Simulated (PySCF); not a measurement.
**Computed data sheet: `CC1=C[C@H](C)[CH]1` [radical]**

Species: C6H9 (doublet state).
Atom-mapped SMILES: `[CH3:1][C:2]1=[CH:3][C@H:4]([CH3:5])[CH:6]1` (hydrogens: H7, H8, H9 on C1; H10 on C3; H11 on C4; H12, H13, H14 on C5; H15 on C6)

Structure used (GFN2-xTB), in Å, numbered top down from 1:
```
atom  x, y, z in Å
C1     2.3438   -0.0985    0.7066
C2     0.9849    0.0617    0.1258
C3    -0.0063    1.0274    0.2718
C4    -0.9157    0.2959   -0.7030
C5    -2.2251   -0.2338   -0.1391
C6     0.2402   -0.6901   -0.7741
H7     2.2750   -0.3333    1.7688
H8     2.8788   -0.9022    0.2063
H9     2.9109    0.8256    0.6044
H10   -0.1253    1.9226    0.8477
H11   -1.0996    0.8374   -1.6356
H12   -2.9072    0.5883    0.0682
H13   -2.0431   -0.7768    0.7859
H14   -2.6991   -0.9071   -0.8504
H15    0.3834   -1.6091   -1.3052
```

GFN2-xTB geometry:

* Rotational constants A, B, C of the GFN2-xTB geometry: 9.788, 2.350, 2.137 GHz

**UKS B3LYP, pcH-1 on C H, non-relativistic, mean-field spin-orbit, GIAO (PySCF)**

- Isotropic g value: 2.00254
- Principal g values: 2.00217, 2.00270, 2.00275
- Spin squared ⟨S²⟩: 0.777
- Largest Mulliken spin population: 0.70 on C3
- Largest isotropic hyperfine couplings (means over sets of like nuclei): 13C +64.5 (C3/C6), 13C -48.5 (C2), 1H -45.3 (H10/H15), 13C -29.0 (C4), 1H +14.9 (H11) MHz

Monoisotopic mass (most abundant isotopes): 81.0704 u.

The rotational constants make it an asymmetric top with κ = (2B − A − C)/(A − C) = -0.94, nearer the prolate limit (−1). g_iso is shifted by about +220 ppm from the free-electron value 2.002319; the principal values span 0.0006. At 9.50 GHz, hν = g·μB·B₀ (B₀ the magnetic field) puts the centre of the isotropic spectrum, to first order, at 338.9 mT. With B = h/(8π²I), that is 505.379 GHz u Å² over I, the principal moments of inertia are 51.6, 215.1 and 236.5 u Å² (most abundant isotopes). ⟨S²⟩ is 0.027 above the pure-spin value S(S + 1) = 0.75.

Geometry: GFN2-xTB; no solvent or vibrations. Hyperfine couplings depend on the geometry, which wasn't re-optimised at a DFT level. Couplings of like nuclei are plain means over topologically equivalent atoms, as if these changed places fast (by rotation of a methyl-like group, say); in this geometry the members of some sets differ.
